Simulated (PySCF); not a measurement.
Order these species by their calculated properties.

All species are isolated and taken at one optimised geometry, non-relativistic unless stated. Electronic properties by PySCF.

The conformers computed, where there is a choice (atom-mapped SMILES and torsion angles):
- `[CH3:1]/[CH:2]=[CH:3]/[CH2:4][CH2:5][S:6][CH2:7][SiH3:8]`: C2–C3–C4–C5 -117°, C3–C4–C5–S6 -177°, C4–C5–S6–C7 -73°, C5–S6–C7–Si8 -173°
- `[F:1][C:2]([F:3])([F:4])[S:5][c:6]1[cH:7][cH:8][cH:9][cH:10][cH:11]1`: F1–C2–S5–C6 63°, C2–S5–C6–C7 -89°
- `[CH3:1][O:2][C@:3]1([F:4])[CH2:5][c:6]2[cH:7][cH:8][cH:9][cH:10][c:11]21`: C1–O2–C3–F4 -68°
- `[CH3:1][C:2](=[O:3])[c:4]1[p:5][cH:6][cH:7][cH:8][c:9]1[Cl:10]`: C1–C2–C4–P5 -179°
- `[CH2:1]=[CH:2][c:3]1[cH:4][cH:5][c:6]([CH3:7])[cH:8][p:9]1`: C1–C2–C3–C4 6°
- `[CH3:1][C:2](=[O:3])[c:4]1[cH:5][cH:6][p:7][c:8]([Cl:9])[cH:10]1`: C1–C2–C4–C5 179°
- `[CH3:1][C:2](=[S:3])[c:4]1[n:5][cH:6][cH:7][n:8][c:9]1[F:10]`: C1–C2–C4–N5 27°

The conformers of `CC(C)C1CCCCC1` aren't listed.

Question: Rank by HOMO energy, highest first (PBE0/pcSseg-1 at GFN2-xTB geometries).
A. `C1=CP2(C=CC1C=C2)=C` (C8H9P)
B. `N#N` (N2)
C. `C/C=C/CCSC[SiH3]` (C6H14SSi)
D. `CO[C@]1(F)Cc2ccccc21` (C9H9FO)
E. `FC(F)(F)Sc1ccccc1` (C7H5F3S)
F. `CC(C1CCCCC1)C` (C9H18)

Answer: A (-5.36 eV), C (-6.30 eV), D (-7.26 eV), E (-7.72 eV), F (-8.08 eV), B (-12.06 eV).

Question: Rank by dipole moment, lowest first (PBE0/pcSseg-1 at GFN2-xTB geometries).
A. `c12c(cccc1)[C@@](OC)(F)C2` (C9H9FO)
B. `CC(=O)C1=PC=CC=C1Cl` (C7H6ClOP)
C. `Cc1ccc(pc1)C=C` (C8H9P)
D. `CC(=O)c1ccpc(Cl)c1` (C7H6ClOP)
E. `N#N` (N2)

Answer: E (0.00 D), D (0.89 D), A (1.85 D), C (2.03 D), B (3.28 D).

Question: Rank by HOMO–LUMO gap, highest first (PBE0/pcSseg-1 at GFN2-xTB geometries).
A. `CC(=O)c1pcccc1Cl`
B. `C=P12C=CC(C=C1)C=C2`
C. `c1c(SC(F)(F)F)cccc1`
D. `CC(=S)c1nccnc1F`
E. `CC(C)C1CCCCC1`

Answer: E (9.57 eV), C (6.65 eV), A (4.80 eV), B (4.33 eV), D (3.55 eV).

Question: Rank by smallest rotational constant, lowest first (GFN2-xTB).
A. `c1c2c([C@](OC)(C2)F)ccc1` (C9H9FO)
B. `CC(=O)c1ccpc(Cl)c1` (C7H6ClOP)
C. `C/C=C/CCSC[SiH3]` (C6H14SSi)
D. `N#N` (N2)

Answer: C (0.389 GHz), B (0.474 GHz), A (0.738 GHz), D (59.844 GHz).
